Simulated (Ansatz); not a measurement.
Basis-set series for C4H4F2, SMILES `C=C(F)C(=C)F`. Total charge 0; spin multiplicity 1. The structure was optimised at the PBE0-D4/def2-TZVP level. It is one conformer, not always the lowest.

| functional | basis | functions | energy (Eh) | HOMO (eV) | LUMO (eV) |
| --- | --- | --- | --- | --- | --- |
| PBE0-D4 | def2-TZVPP | 242 | -354.24183 | -7.26 | -1.24 |
| PBE0-D4 | def2-QZVPP | 462 | -354.26017 | -7.29 | -1.30 |
| ωB97M-V | def2-TZVPP | 242 | -354.50186 | -9.39 | 0.85 |
| ωB97M-V | def2-QZVPP | 462 | -354.51917 | -9.41 | 0.74 |

Q: Give the rows for def2-SVP. (An estimate is asked.)

A: Computed: 
```csv
functional,basis,functions,energy (Eh),HOMO (eV),LUMO (eV)
PBE0-D4,def2-SVP,104,-353.82857,-7.19,-1.08
ωB97M-V,def2-SVP,104,-354.07548,-9.30,1.08
```

Positive LUMOs are unbound and depend on the basis.
